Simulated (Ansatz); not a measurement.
Reaction (SMILES): F (HF) → [F-] + H+
B3LYP-D3(BJ)/def2-TZVP geometries, fixed; electronic energies without zero-point terms.

Basis-set convergence of the deprotonation energy at wB97M-V with Ansatz (a program for electronic structure). Cartesian d functions, on some or all atoms, in 6-31+G*; all else is spherical. The functional holds VV10 correlation; no added dispersion term, no relativity. Functions are those of the species that has most. Reference: the value in aug-cc-pV5Z, 373.03 kcal/mol, itself unsure by roughly 0.10 kcal/mol (its mean distance from aug-pcseg-3, aug-cc-pVQZ, def2-QZVPPD). Deviations are taken from unrounded values.

```
basis              functions
-----------------  ---------
6-31+G*                   21
6-311+G**                 28
def2-SVPD                 31
aug-pcseg-1               32
6-311++G(2d,2p)           37
def2-TZVPD                49
6-311++G(3df,3pd)         57
def2-TZVPPD               57
aug-pcseg-2               69
def2-QZVPPD               99
aug-pcseg-3              134
```

Problem. Which is the smallest set listed that can be trusted to 1 kcal/mol here, that is, within that of the reference together with its larger relatives (same family, alike in diffuse functions; a set with none to test it counts only in the reference's own line)?

Solution. The smallest set listed that lies within 1 kcal/mol of the reference with all its larger relatives (same family, alike in diffuse functions; a set with none counts only in the reference's own line) is def2-TZVPPD (57 functions, -0.62 kcal/mol off). Inside the window by cancellation, since a larger relative falls out: 6-311++G(2d,2p). Value minus reference: 6-31+G* -7.75, 6-311+G** -1.51, def2-SVPD -3.48, aug-pcseg-1 -5.01, 6-311++G(2d,2p) 0.00, def2-TZVPD -1.56, 6-311++G(3df,3pd) 1.41, def2-TZVPPD -0.62, aug-pcseg-2 -0.46, def2-QZVPPD -0.17, aug-pcseg-3 -0.07 kcal/mol.
